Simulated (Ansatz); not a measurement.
# SiH3 (doublet): the correlation ladder at distance H1–H2 along a hydrogen transfer = 0.693 Å, cc-pVTZ

An exercise on one series of results from a longer session: the logs are not shown, and one member is left open.

Computed with Ansatz 0.2.0, Gaussian basis. Level: cc-pVTZ, core rule «outside noble gas», up to 5 orbitals frozen.

Plan: UHF; CCSD(T) on ROHF; CCSD(T) on UHF; BCCD(T) on ROHF; CISD; CCSDT(Q) on ROHF; CCSDT(Q) on UHF; CASSCF and NEVPT2, 7 electrons in 7 orbitals.

5 further runs of the same task are left out: 5 that didn't finish.

## The system

The geometry derives from fragments relaxed apart (PBE0/def2-TZVP) and kept rigid, so it is no stationary point. A hydrogen atom is moved between rigid fragments.

4 atoms, charge 0, spin multiplicity 2.

Atoms are counted from 1 here; the program's logs count them from 0.

Bond lengths: H1–H2 0.693 Å, Si3–H4 1.532 Å.

Set-up of the first run:

Input file in.yaml:

```yaml
crystal:
  periodic: [false, false, false]
  atoms:
    - {symbol: H, position_ang: [-2.676303, 0.047936, 0.000000]}
    - {symbol: H, position_ang: [-1.983303, 0.047936, 0.000000]}
    - {symbol: Si, position_ang: [0.147697, 0.047936, 0.000000]}
    - {symbol: H, position_ang: [0.544132, -1.431577, 0.000000]}
basis:
  gaussian: {orbitals: cc-pVTZ}
magnetization: {spin_polarized: true, initial_magnetization: 1}
hamiltonian: {xc: hf}
output: {orbitals: {seedname: orbitals}}
```

On the command line:

```sh
$ ansatz run in.yaml --threads 1 --pin off --events-out ev --progress --plain --max-ram 2393MiB
```

Steps of the session up to this table: UHF; CCSD(T) on ROHF; CCSD(T) on UHF; BCCD(T) on ROHF; CISD; CCSDT(Q) on ROHF; CCSDT(Q) on UHF; CASSCF and NEVPT2, 7 electrons in 7 orbitals.

One of the session's tables, all rows but one given; the rest of the session is left out.

| method | from UCCSDT(Q) (kJ/mol) |
| --- | --- |
| ROHF | +412.5 |
| UHF | +399.0 |
| RMP2 | +90.4 |
| UMP2 | +94.4 |
| CISD | ? |
| RCCSD | +12.9 |
| UCCSD | +12.4 |
| RCCSD(T) | +2.7 |
| UCCSD(T) | +2.6 |
| BCCD(T) | +2.7 |
| RCCSDT | +0.4 |
| UCCSDT | +0.3 |
| RCCSDT(Q) | +0.1 |
| UCCSDT(Q) | 0 |
| CASSCF valence | +277.4 |
| NEVPT2 valence | +84.2 |

Q: Estimate the row for CISD from the others.

The run gave: from UCCSDT(Q) (kJ/mol): +33.0. In the column «from UCCSDT(Q) (kJ/mol)» it lies between RCCSD (+12.9) and NEVPT2 valence (+84.2).

Limits of these values: Restricted and unrestricted rows rest on different reference determinants; where their highest levels disagree by more than a few hundredths of an eV, they describe different states and don't form one ladder.
